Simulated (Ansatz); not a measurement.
Input file:

```yaml
crystal:
  periodic: [false, false, false]
  atoms:
    - {symbol: P, position_ang: [0.000000, -0.071461, -0.010958]}
    - {symbol: H, position_ang: [0.000000, 0.923934, -1.036514]}
    - {symbol: H, position_ang: [0.000000, 1.272039, 1.373256]}
basis:
  gaussian: {orbitals: cc-pVDZ}
total_charge: 1
magnetization: {spin_polarized: true, initial_magnetization: 0}
correlation: {method: ccsdt_q, electrons: outside_noble_gas}
scf: {lower_state_search: off}
output: {forces: true}
```

```sh
$ ansatz run in.yaml --threads 1 --pin off --events-out ev --progress --plain --max-ram 2393MiB
```

Output:

```
these checks for a lower state are left out or cut short: starts, cluster_reference, orbital_swaps, neighbouring_geometries, increment
502 factors; integrals over basis functions are off by at most 1.6e-7 eV
mean field evaluation 1: about -9291.7692 eV, gradient 4.3e0 eV
mean field evaluation 2: about -9291.7690 eV, gradient 4.3e0 eV
mean field evaluation 4: about -9291.9644 eV, gradient 1.9e-1 eV
mean field evaluation 8: about -9291.9649 eV, gradient 1.7e-6 eV
mean field evaluation 16: about -9291.9692 eV, gradient 1.7e-1 eV
mean field evaluation 32: about -9292.0657 eV, gradient 3.9e-6 eV
mean field -9292.06565296 eV, -341.4771143579 hartree, gradient 3.9e-6 eV, S^2 0.418069; 2 other end points of the search recorded, 0 dependent functions left out
5 core orbitals not correlated: weight in the atoms' cores, before any rotation towards them, 1.000 or more for the frozen orbitals, at most 0.000 for the correlated occupied ones
reference -9292.06565296 eV, -341.4771143579 hartree; 3, 3 occupied and 20, 20 virtual orbitals, 502 factors
second order -2.51648957 eV of doubles, -0.00000000 eV of singles
cycle   1  -3.06214875 eV  change   -5.5e-1 eV  update   7.7e-2
cycle   2  -3.47924009 eV  change   -4.2e-1 eV  update   4.8e-2
cycle   3  -3.54998249 eV  change   -7.1e-2 eV  update   3.0e-2
cycle   4  -3.61601896 eV  change   -6.6e-2 eV  update   2.3e-2
...
cycle  18  -3.72926964 eV  change    2.7e-5 eV  update   2.0e-5
cycle  19  -3.72925501 eV  change    1.5e-5 eV  update   1.1e-5
cycle  20  -3.72925088 eV  change    4.1e-6 eV  update   5.7e-6
cycle  21  -3.72925533 eV  change   -4.4e-6 eV  update   2.7e-6
cycle  22  -3.72926084 eV  change   -5.5e-6 eV  update   1.7e-6
cycle  23  -3.72926451 eV  change   -3.7e-6 eV  update   9.4e-7
cycle  24  -3.72926541 eV  change   -9.0e-7 eV  update   5.2e-7
cycle  25  -3.72926559 eV  change   -1.8e-7 eV  update   2.8e-7
cycle  26  -3.72926570 eV  change   -1.1e-7 eV  update   1.3e-7
cycle  27  -3.72926577 eV  change   -6.6e-8 eV  update   7.7e-8
perturbative correction -0.00511526 eV, -0.0001879824 hartree
the calculation of the forces begins
Total energy: -9295.80003399 eV, -341.6143503294 hartree
Atom 0 at     0.000000    -0.071461    -0.010958 Å, force     0.000000     2.060379     2.492032 eV/Å
Atom 1 at     0.000000     0.923934    -1.036514 Å, force    -0.000000     0.188081    -0.122974 eV/Å
Atom 2 at     0.000000     1.272039     1.373256 Å, force     0.000000    -2.248460    -2.369059 eV/Å
Dipole moment:     0.000028     0.199403     0.004382 e Å
Checks for a lower state left out: starts, cluster_reference, orbital_swaps, neighbouring_geometries, increment
```

Forces (eV/Å):
```
P    0.000  2.060  2.492
H    0.000  0.188 -0.123
H    0.000 -2.248 -2.369
```

Ran on 1 thread of Arm Neoverse V2, shared host: 11 s wall, 0.21 GiB peak host memory.
